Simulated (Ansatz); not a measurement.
**Breaking a bond in CHNS (isothiocyanic acid)**

The species is CHNS (4 atoms), meant as a singlet with charge 0. As SMILES, `N=C=S`. The coordinates come from a PBE0-D4/def2-TZVP relaxation.

```xyz
4

N    -0.2501    0.6347   -0.4753
C     0.3063   -0.2062    0.1707
S     1.1629   -1.2372    0.9753
H    -1.2191    0.8087   -0.6707
```

The N1–H4 distance is scanned; the parts on either side stay rigid. Basis STO-3G, 7 core orbitals frozen in the correlated methods; program Ansatz 0.2.0. FCI is exact within this basis and core. Energies in eV from each method's value at 1.004 Å; methods without a U are spin-restricted; a dash marks a point that is missing or didn't converge. The shape above is that at 1.004 Å.

```
distance (Å)  SVWN5   PBE  r2SCAN  PBE0  wB97M-V  RPA@PBE   MP2   FCI
       1.004   0.00  0.00    0.00  0.00     0.00     0.00  0.00  0.00
       1.255   0.65  0.60    0.69  0.73     0.75     0.55  0.74  0.62
       1.506   2.16  2.01    2.20  2.34     2.39     1.94  2.40  2.00
       2.007   4.60  4.25    4.56  4.92     5.19     3.79  4.68  3.03
       2.509   5.83  5.35    5.70  6.19     6.75        –  4.62  3.05
```

Departure from the FCI curve at its largest: SVWN5 +2.78 eV at 2.51 Å; PBE +2.31 eV at 2.51 Å; r2SCAN +2.65 eV at 2.51 Å; PBE0 +3.15 eV at 2.51 Å; wB97M-V +3.71 eV at 2.51 Å; RPA@PBE +0.76 eV at 2.01 Å; MP2 +1.65 eV at 2.01 Å. Restricted functionals keep the electrons paired too, and rise too high.
